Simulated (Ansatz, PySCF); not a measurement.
Gas-phase reaction in SMILES: OO (H2O2) [hydrogen peroxide] + H+ → O[OH2+]
Geometries: B3LYP-D3(BJ)/def2-TZVP minima from Ansatz (an electronic-structure program), one conformer each, not searched for the lowest.

Quantity: proton affinity (0 K, with B3LYP-D3(BJ) harmonic zero-point energies from PySCF), positive where the reaction releases energy, in eV. Valence correlation only, unless marked. Spin-orbit coupling is left out. Non-relativistic. CBS(X,Y): correlation extrapolated as X^-3; Hartree-Fock from the larger set.

| level | program | proton affinity (eV) |
|---|---|---|
| BP86/def2-TZVPD | PySCF | 6.82 |
| B97M-V/def2-TZVPD | Ansatz | 6.87 |
| CAM-B3LYP-D3(BJ)/def2-TZVPD | Ansatz + dftd3 | 6.77 |
| MP2/def2-SVP | Ansatz | 7.06 |
| SCS-MP2/6-31G | Ansatz | 6.85 |

Question: Estimate the value at CCSD(T)/CBS(cc-pVTZ,cc-pVQZ) as computed with Ansatz.

Answer: 6.86 eV, so SCS-MP2/6-31G differs from it by -0.01 eV.
